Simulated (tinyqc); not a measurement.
Worked calculation: MP2 on RHF in the sto-3g basis, frozen core, for OH-, spin multiplicity 1. The basis has no diffuse functions, so it cannot describe the extra electron: this is an exercise in the method, not the real anion. One step of it, computed by the program tinyqc.

Problem. Second-order Moller-Plesset energy. E2 = sum_ijab (ia|jb) [2 (ia|jb) - (ib|ja)] / (e_i + e_j - e_a - e_b) over occupied i, j and virtual a, b; the opposite-spin part is (ia|jb)^2 / denominator, the rest is same-spin, and SCS-MP2 scales them by 6/5 and 1/3.

orbital energies (hartree): MO1 -19.556234, MO2 -0.602306, MO3 0.099064, MO4 0.152298, MO5 0.152298, MO6 0.885021

Two-electron integrals over orbitals (pq|rs), unique and non-zero (hartree); the lowest 1 orbital is frozen and left out:
```
(22|22) 0.760472    (32|22) -0.070776   (32|32) 0.089995    (33|22) 0.503213
(33|32) 0.037751    (33|33) 0.609685    (42|42) 0.165154    (43|42) -0.031294
(43|43) 0.020290    (44|22) 0.784857    (44|32) -0.082880   (44|33) 0.485146
(44|44) 0.880159    (52|52) 0.165154    (53|52) -0.031294   (53|53) 0.020290
(54|54) 0.047444    (55|22) 0.784857    (55|32) -0.082880   (55|33) 0.485146
(55|44) 0.785270    (55|55) 0.880159    (62|22) 0.052775    (62|32) 0.064791
(62|33) 0.005843    (62|44) 0.059192    (62|55) 0.059192    (62|62) 0.118266
(63|22) 0.182526    (63|32) -0.086824   (63|33) -0.052368   (63|44) 0.191110
(63|55) 0.191110    (63|62) 0.007251    (63|63) 0.187115    (64|42) 0.023047
(64|43) 0.016877    (64|64) 0.038180    (65|52) 0.023047    (65|53) 0.016877
(65|65) 0.038180    (66|22) 0.680231    (66|32) -0.010059   (66|33) 0.571555
(66|44) 0.674912    (66|55) 0.674912    (66|62) 0.065757    (66|63) 0.101413
(66|66) 0.701880
```

Hartree-Fock energy = -74.02295321 hartree

Give: Terms; Pair energies; MP2 correlation energy; SCS-MP2 correlation energy; MP2 total energy.

Solution.

Terms:
```
i  j  a  b  (ia|jb)  (ib|ja)  denominator       term
3  3  6  6   0.1871   0.1871      -1.5719    -0.0223
2  2  6  6   0.1183   0.1183      -2.9747    -0.0047
5  5  6  6   0.0382   0.0382      -1.4654    -0.0010
4  4  6  6   0.0382   0.0382      -1.4654    -0.0010
3  2  6  6   0.0073   0.0073      -2.2733  -2.31e-05
2  3  6  6   0.0073   0.0073      -2.2733  -2.31e-05
```

Pair energies (hartree; pair i-j sums ij and ji):
```
pair  opposite spin  same spin
2-2         -0.0047     0.0000
3-2       -4.63e-05     0.0000
3-3         -0.0223     0.0000
4-4         -0.0010     0.0000
5-5         -0.0010     0.0000
```

MP2 correlation energy = -0.029011 hartree

SCS-MP2 correlation energy = -0.034813 hartree

MP2 total energy = -74.051964 hartree
